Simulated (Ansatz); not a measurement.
An input meant for the cluster P2S4⁺ (charge 1, doublet; atoms displaced at random, 0.08 Å in each coordinate).

```yaml
crystal:
  periodic: [false, false, false]
  atoms:
    - {symbol: P, position_ang: [-0.250228, 1.551678, -2.036499]}
    - {symbol: P, position_ang: [-2.013002, -1.340998, 1.661198]}
    - {symbol: S, position_ang: [-2.167775, 2.503224, 0.919985]}
    - {symbol: S, position_ang: [2.571801, -1.306039, 2.236846]}
    - {symbol: S, position_ang: [-1.754223, -2.126230, -2.245911]}
    - {symbol: S, position_ang: [3.684141, 0.589605, -0.701364]}
basis:
  gaussian: {orbitals: x2c-TZVPPall}
total_charge: 1
magnetization: {spin_polarized: true, initial_magnetization: 1}
hamiltonian: {xc: {name: PBEsol}, dispersion: d3bj}
output: {forces: true}
```

```sh
$ ansatz run in.yaml --threads 4 --pin off --events-out ev --progress --plain --max-ram 4787MiB
```

Shortened log:

```
Functional definition: PBEsol
1756 factors; their error is unknown
mean field evaluation 1: about -61864.3908 eV, gradient 6.5e1 eV
mean field evaluation 2: about -60429.7513 eV, gradient 3.5e2 eV
mean field evaluation 4: about -61584.4976 eV, gradient 1.6e2 eV
mean field evaluation 8: about -61928.1861 eV, gradient 3.5e0 eV
mean field evaluation 16: about -61932.0577 eV, gradient 1.1e0 eV
mean field evaluation 32: about -61932.0883 eV, gradient 8.6e-5 eV
mean field evaluation 64: about -61932.0954 eV, gradient 3.2e0 eV
mean field evaluation 96: about -61932.2800 eV, gradient 7.1e-1 eV
mean field evaluation 128: about -61930.7089 eV, gradient 7.0e0 eV
mean field evaluation 160: about -61932.3841 eV, gradient 4.2e-1 eV
mean field evaluation 192: about -61931.7006 eV, gradient 3.6e0 eV
mean field evaluation 224: about -61932.2720 eV, gradient 1.9e-1 eV
mean field evaluation 256: about -61932.3806 eV, gradient 7.7e-1 eV
mean field -61932.39227884 eV, -2275.9734369641 hartree, gradient 7.5e-6 eV, S^2 6.860393; 12 other end points of the search recorded, 0 dependent functions left out
reference -61932.39233928 eV, -2275.9734391852 hartree; 47, 46 occupied and 205, 206 virtual orbitals, 1756 factors
Total energy: -61932.51778261 eV, -2275.9780491425 hartree
Relativity: scalar
Atom 0 at    -0.250228     1.551678    -2.036499 Å, force    -0.306663     0.044123     0.673262 eV/Å
Atom 1 at    -2.013002    -1.340998     1.661198 Å, force     0.055673     0.461500    -0.084287 eV/Å
Atom 2 at    -2.167775     2.503224     0.919985 Å, force     0.414712    -0.650122    -0.535635 eV/Å
Atom 3 at     2.571801    -1.306039     2.236846 Å, force     0.115275     0.297391    -0.471152 eV/Å
Atom 4 at    -1.754223    -2.126230    -2.245911 Å, force     0.037178     0.110186    -0.000870 eV/Å
Atom 5 at     3.684141     0.589605    -0.701364 Å, force    -0.316175    -0.263079     0.418683 eV/Å
Dipole moment:     0.077364     0.074786     0.075152 e Å
```

In this input the coordinates are in bohr but typed as ångström. The run converged. The result belongs to that input, not to the species as meant.

DK, ANO-RCC and x2c sets are all-electron and run with scalar relativity unless a key says otherwise. The charge 1 doublet is spin-contaminated (final ⟨S²⟩ up to 6.86, 0.75 for a pure state).
